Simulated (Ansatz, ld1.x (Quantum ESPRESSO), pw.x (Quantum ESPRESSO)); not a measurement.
## pw.x on diamond Mg: one setting changed

Potential: PAW, ld1.x (Quantum ESPRESSO) 7.5, PBEsol; core [Ne], reference 3s1.75 3p0; waves: 3s (bound): rcut 2.00, rcutus 2.30 bohr; 3s channel at 0.05 Ry: rcut 2.00, rcutus 2.30 bohr; 3p (bound, empty): rcut 3.00, rcutus 3.90 bohr; 3p channel at 3.6 Ry: rcut 3.00, rcutus 3.90 bohr; 3d channel at 0.05 Ry: rcut 2.65, rcutus 3.55 bohr; 3d channel at 0.6 Ry: rcut 2.65, rcutus 3.55 bohr; local part: all-electron potential smoothed inside 2.30 bohr (lloc = -1); core correction: a·sin(br)/r model core, default radius (core density twice the valence density); augmentation: PSQ, radius 2.10 bohr.

The reference run (k-mesh 8³, cutoffs 40/320 Ry, Fermi–Dirac 0.01 Ry, mixing_beta 0.4, conv_thr 1e-9, no spin) gives -0.11 GPa at 38.999 Å³/atom, where all-electron LAPW gives -0.01 GPa. This run, with its own iteration cap, changes nbnd to 14.

```
&control
  calculation='scf', prefix='x', pseudo_dir='./', outdir='./tmp', tstress=.true., disk_io='none'
/
&system
  ibrav=0, nat=2, ntyp=1, ecutwfc=40, ecutrho=320, nbnd=14,
  occupations='smearing', smearing='fd', degauss=0.01
/
&electrons
  conv_thr=1e-09, mixing_beta=0.4, electron_maxstep=50
/
ATOMIC_SPECIES
Mg 1.0 Mg.UPF
CELL_PARAMETERS angstrom
  0.00000000 3.39118246 3.39118246
  3.39118246 0.00000000 3.39118246
  3.39118246 3.39118246 0.00000000
ATOMIC_POSITIONS crystal
Mg 0.0000 0.0000 0.0000
Mg 0.2500 0.2500 0.2500
K_POINTS automatic
8 8 8 0 0 0
```

```bash
pw.x < Mg.scf.in > Mg.scf.out
```

Problem. How does the run end?

Solution. It converges in 6 iterations; the free energy moves by +0.0 meV/atom and the pressure by +0.00 GPa. The result is that of the reference run.

```
Message from routine setup:
     using ibrav=0 with symmetry is DISCOURAGED, use correct ibrav instead
     lattice parameter (alat)  =       9.0629  a.u.
     unit-cell volume          =     526.3566 (a.u.)^3
     number of electrons       =         4.00
     number of Kohn-Sham states=           14
     kinetic-energy cutoff     =      40.0000  Ry
     charge density cutoff     =     320.0000  Ry
     scf convergence threshold =      1.0E-09
     Exchange-correlation= SLA  PW   PSX  PSC
     number of k points=    29  Fermi-Dirac smearing, width (Ry)=  0.0100
     iteration #  1     ecut=    40.00 Ry     beta= 0.40
     total energy              =     -65.33459424 Ry
     estimated scf accuracy    <       0.00912537 Ry
     iteration #  2     ecut=    40.00 Ry     beta= 0.40
     total energy              =     -65.33400821 Ry
     estimated scf accuracy    <       0.00271916 Ry
     iteration #  3     ecut=    40.00 Ry     beta= 0.40
     total energy              =     -65.33416321 Ry
     estimated scf accuracy    <       0.00003059 Ry
     iteration #  4     ecut=    40.00 Ry     beta= 0.40
     total energy              =     -65.33416290 Ry
     estimated scf accuracy    <       0.00000793 Ry
     iteration #  5     ecut=    40.00 Ry     beta= 0.40
     total energy              =     -65.33416338 Ry
     estimated scf accuracy    <          6.6E-09 Ry
     iteration #  6     ecut=    40.00 Ry     beta= 0.40
     the Fermi energy is     0.7237 ev
!    total energy              =     -65.33416338 Ry
     estimated scf accuracy    <          4.1E-11 Ry
     smearing contrib. (-TS)   =      -0.00549911 Ry
     The total energy is F=E-TS. E is the sum of the following terms:
     one-electron contribution =       1.73310262 Ry
     hartree contribution      =       0.10705123 Ry
     xc contribution           =      -3.23916623 Ry
     ewald contribution        =      -3.36233252 Ry
     one-center paw contrib.   =     -60.56731937 Ry
     convergence has been achieved in   6 iterations
          total   stress  (Ry/bohr**3)                   (kbar)     P=       -1.11
     Message from routine punch:
     Nothing written, as per user request (disk_io='none')
```

The run took about 15 s on one core of a shared host (Neoverse-V2, 32 threads, 247 GiB, load 10).
